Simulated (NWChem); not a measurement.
# UB3LYP/6-31+G(d) (spherical functions) run of SiH3SO (SMILES O[SiH2][S])

What is the vertical ionisation energy of SiH3SO at UB3LYP/6-31+G* (spherical functions)? 

The calculation is run with NWChem 7.3.0.

## Step 1: Starting point

SiH3SO: 6 atoms, total charge 0, spin state doublet. SMILES: `O[SiH2][S]`. The coordinates come from a PBE0-D4/def2-TZVP relaxation. This is one conformer, not always the lowest.

Bond lengths: O1–Si2 1.639 Å, Si2–S3 2.114 Å, O1–H4 0.959 Å, Si2–H5 1.491 Å, Si2–H6 1.479 Å. Angles: O1–Si2–S3 115.7°, O1–Si2–H5 112.5°, O1–Si2–H6 104.9°, S3–Si2–H5 101.6°, S3–Si2–H6 110.7°, Si2–O1–H4 117.8°, H5–Si2–H6 111.7°.

## Step 2: A single-point energy at UB3LYP/6-31+G(d) (spherical functions)

Contents of mymol.nw:

```
start mymol
memory stack 880 mb heap 220 mb global 1100 mb

geometry noautosym nocenter noautoz
  O    -0.506200   -1.252800    0.071600
  Si    0.267300    0.188600    0.177600
  S    -0.863300    1.879100   -0.400100
  H    -0.970300   -1.452500   -0.743200
  H     1.434000    0.278400   -0.746100
  H     0.680600    0.295200    1.593900
end

basis spherical bse
  * library 6-31+G*
end

dft
  xc b3lyp
  mult 2
  grid fine
  convergence energy 1e-08
  iterations 100
  mulliken
  noprint "final vectors analysis"
end

task dft energy
```

Command:

```sh
$ nwchem mymol.nw > mymol.out
```

What it wrote:

```text
[...]
          Wavefunction type:  spin polarized.
          No. of atoms     :     6
          No. of electrons :    41
[...]
          Charge           :     0
          Spin multiplicity:     2
[...]
          AO basis - number of functions:    68
[...]
              XC Information
              --------------
                         B3LYP Method XC Potential
                     Hartree-Fock (Exact) Exchange  0.200
                        Slater Exchange Functional  0.800 local
                    Becke 1988 Exchange Functional  0.720 non-local
              Lee-Yang-Parr Correlation Functional  0.810
                  VWN I RPA Correlation Functional  0.190 local
[...]
 d= 0,ls=0.0,diis     1   -764.6614347774 -9.08D+02  9.47D-03  1.37D-01     2.5
[...]
 d= 0,ls=0.0,diis    15   -764.7324551023 -5.51D-09  2.71D-07  9.73D-11    29.5
[...]
         Total DFT energy =     -764.732455102265
      One electron energy =    -1341.807957292435
           Coulomb energy =      490.055353227317
    Exchange-Corr. energy =      -56.395965280979
 Nuclear repulsion energy =      143.416114243832
[...]
      Total Density - Mulliken Population Analysis
     ---------------------------------------------
    Atom       Charge   Shell Charges
 -----------   ------   -------------------------------------------------------
    1 O    8     8.66   2.00  0.90  2.96  0.96  1.79 -0.12  0.16  0.02
    2 Si  14    13.57   2.00  2.00  5.96  0.96  1.80  0.28  0.20  0.06  0.04  0.28
    3 S   16    16.15   2.00  2.00  5.97  1.41  2.95  0.54  1.22  0.01  0.04  0.02
    4 H    1     0.52   0.47  0.05
    5 H    1     1.05   0.51  0.54
    6 H    1     1.04   0.51  0.53
[...]
      <S2> =      0.7528 (Exact =     0.7500)
[...]
```

Wall time 30 s (1 thread of Intel Xeon Platinum 8488C (Sapphire Rapids), shared host); peak memory 0.12 GiB.

## Step 3: The singlet cation, same level

Contents of h3ossi.nw:

```
start h3ossi
title "H3OSSi energy"
memory total 2200 mb
charge 1

geometry noautosym nocenter noautoz
  O    -0.506200   -1.252800    0.071600
  Si    0.267300    0.188600    0.177600
  S    -0.863300    1.879100   -0.400100
  H    -0.970300   -1.452500   -0.743200
  H     1.434000    0.278400   -0.746100
  H     0.680600    0.295200    1.593900
end

basis spherical bse
  O library 6-31+G*
  Si library 6-31+G*
  S library 6-31+G*
  H library 6-31+G*
end

dft
  xc b3lyp
  grid fine
  convergence energy 1e-08
  iterations 100
  mulliken
  noprint "final vectors analysis"
end

task dft energy
```

Command:

```sh
$ nwchem h3ossi.nw > h3ossi.out
```

What it wrote:

```text
[...]
          Wavefunction type:  closed shell.
          No. of atoms     :     6
          No. of electrons :    40
[...]
          Charge           :     1
          Spin multiplicity:     1
[...]
          AO basis - number of functions:    68
[...]
              XC Information
              --------------
                         B3LYP Method XC Potential
                     Hartree-Fock (Exact) Exchange  0.200
                        Slater Exchange Functional  0.800 local
                    Becke 1988 Exchange Functional  0.720 non-local
              Lee-Yang-Parr Correlation Functional  0.810
                  VWN I RPA Correlation Functional  0.190 local
[...]
 d= 0,ls=0.0,diis     1   -764.1518708206 -9.08D+02  4.25D-02  1.69D+00     2.0
[...]
 d= 0,ls=0.0,diis    16   -764.3290795952 -7.58D-09  5.14D-06  3.13D-10    18.6
         Total DFT energy =     -764.329079595170
      One electron energy =    -1331.444990278928
           Coulomb energy =      479.737366585396
    Exchange-Corr. energy =      -56.037570145470
 Nuclear repulsion energy =      143.416114243832
[...]
      Total Density - Mulliken Population Analysis
     ---------------------------------------------
    Atom       Charge   Shell Charges
 -----------   ------   -------------------------------------------------------
    1 O    8     8.57   2.00  0.91  2.94  0.96  1.74 -0.11  0.10  0.02
    2 Si  14    13.56   2.00  2.00  5.96  1.00  1.84  0.27  0.18  0.02  0.02  0.27
    3 S   16    15.63   2.00  2.00  5.97  1.49  2.78  0.48  0.92 -0.00 -0.02  0.02
    4 H    1     0.48   0.46  0.02
    5 H    1     0.88   0.47  0.41
    6 H    1     0.89   0.48  0.41
[...]
```

Wall time 19 s (1 thread of Intel Xeon Platinum 8488C (Sapphire Rapids), shared host); peak memory 0.12 GiB.

## Step 4: What came out

Level: UB3LYP/6-31+G* (spherical functions).

| quantity | value |
| --- | --- |
| doublet SiH3SO: total energy | -764.73246 Eh |
| doublet SiH3SO: dipole moment | 1.17 D |
| doublet SiH3SO: ⟨S²⟩ | 0.753 |
| singlet cation: total energy | -764.32908 Eh |
| vertical ionisation energy (to the singlet cation) | 10.976 eV |

In words: Removing an electron at fixed nuclei costs 10.98 eV (253 kcal/mol). Only the singlet of the ionised species was computed; a triplet could lie lower. Mulliken charges (singlet cation) run from -0.57 on O1 to +0.52 on H4; in a basis this large or diffuse they mean little.
